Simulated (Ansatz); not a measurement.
## Which is lower?

Two relaxed structures of CH4NaS (charge +1), closed shell (PBE0-D4/def2-TZVP; forces vanish, vibrations not checked).

A:

| atom | x (Å) | y (Å) | z (Å) |
| --- | --- | --- | --- |
| C1 | -0.0813 | 0.0219 | 0.4252 |
| S2 | 1.5968 | 0.3577 | 0.2526 |
| Na3 | -0.8802 | -2.1520 | 1.1163 |
| H4 | 1.8091 | 1.4776 | -0.5018 |
| H5 | -0.6510 | 0.3138 | -0.4566 |
| H6 | -0.3933 | 0.6017 | 1.2976 |
| H7 | 2.0020 | -0.4475 | -0.7503 |

B:

```tsv
atom	x (Å)	y (Å)	z (Å)
C1	-0.6943	0.4844	-0.2236
S2	1.0267	0.1560	0.2394
Na3	1.2914	-2.0652	1.8228
H4	-1.1944	-0.4074	-0.5936
H5	-0.7123	1.2731	-0.9728
H6	-1.1921	0.8437	0.6763
H7	1.4749	-0.2846	-0.9484
```

Program: Ansatz 0.2.0. Basis: def2-TZVPP. Cores are frozen in the correlated methods. The outer core shell of Li, Na, Mg and K is correlated. The def2 sets are not built for correlating such inner shells, so the correlated values are less sure here. B3LYP uses VWN-RPA correlation.

(1) Which structure is lower at CCSD(T), and by how much? (An estimate is asked for; the value comes from the calculation.)

The T1 diagnostic stays at or below 0.011.

Answers

(1) The calculation gives: B, by 208.8 kJ/mol (electronic energy, against the other). By their contacts, A is CH₄NaS ([Na][CH2][SH2]), total charge +1 and B is CH₄NaS ([CH3][SH][Na]), total charge +1.

All methods give the same order:

```csv
method,E(B) − E(A) (kJ/mol)
PBE-D4,-190.3
r2SCAN-D4,-199.4
PBE0-D4,-200.2
B3LYP-D4,-201.3
wB97M-V,-203.7
HF,-228.4
MP2,-207.7
CCSD,-212.1
CCSD(T),-208.8
```

Labels in which every atom is bracketed show which atoms are joined, not bond orders.

For scale, one of the runs: CCSD(T)/def2-TZVPP, 161 basis functions, launched by `ansatz run in.yaml --threads 2 --pin off --events-out ev --progress --plain --max-ram 4352MiB`. The run took 28 s on 2 CPU threads of an Arm Neoverse V1 (shared host), with 1.3 GiB of host memory at its peak.
